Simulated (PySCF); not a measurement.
# NaSi+: from the state search to spectroscopic constants

The task here is to estimate one member of a computed series from the others.

The runs use PySCF 2.14.0; Na 3-21G, Si 3-21G, no relativity.

Set-up of the first run:

The job is set up so:

```
atoms                         : Na, Si
charge                        : 1
basis                         : Na 3-21G, Si 3-21G
Hamiltonian                   : no relativity
basis functions               : 26
electrons treated             : 24
masses in u                   : 22.9898, 27.9769
levels                        : PBE0, PBE, r²SCAN, PW91, BHandHLYP, revPBE, CAM-B3LYP, HF, MP2, SCS-MP2, CCSD, CCSD(T)
grid                          : 80 radial by 434 angular points
occupations                   : held fixed by the projection of orbital angular momentum
dissociation limit            : Na+ + Si, each in its ground configuration
starting distance in angstrom : 2.790
values of 2S to try           : 0, 2
```

Launch:

```
OMP_NUM_THREADS=1 python dia.py task.json out
```

Steps of the session up to this table: Input; The PBE0 curve of the state that the search chose; Higher solutions at PBE0; PBE (GGA); r²SCAN; PW91 (GGA); BHandHLYP; revPBE (GGA); CAM-B3LYP (range-separated hybrid); UHF (mean field); Adding correlation.

One of the session's tables, all rows but one given; the rest of the session is left out.

Energy (eV) from each level's lowest point:

```
R (Å)    UHF  UHF-MP2  UHF-SCS-MP2  UHF-CCSD  UHF-CCSD(T)
2.801  0.173    0.177        0.177       n/a          n/a
2.931  0.083    0.085        0.085     0.089        0.089
3.062  0.031    0.031        0.031     0.033        0.033
3.159  0.010    0.010        0.010     0.011        0.011
3.257      ?        ?            ?         ?            ?
3.355  0.000    0.000        0.000     0.000        0.000
3.485  0.010    0.011        0.011     0.011        0.011
3.648  0.034    0.037        0.037     0.037        0.037
3.843  0.073    0.078        0.079     0.080        0.080
4.104  0.131    0.141        0.142       n/a          n/a
```

Estimate the missing values for R (Å) = 3.257.

Worked estimate for «UHF». A straight line through the neighbours (3.159, 0.010) and (3.355, 0.000) gives 0.010 + (0.000 − 0.010) × (3.257 − 3.159) / (3.355 − 3.159) = 0.005; a parabola fitted to 4 rows on both sides gives 0.001.

As computed: UHF: 0.000; UHF-MP2: 0.000; UHF-SCS-MP2: 0.000; UHF-CCSD: 0.001; UHF-CCSD(T): 0.001. In «UHF» the line misses by +0.005 and the parabola by +0.001.
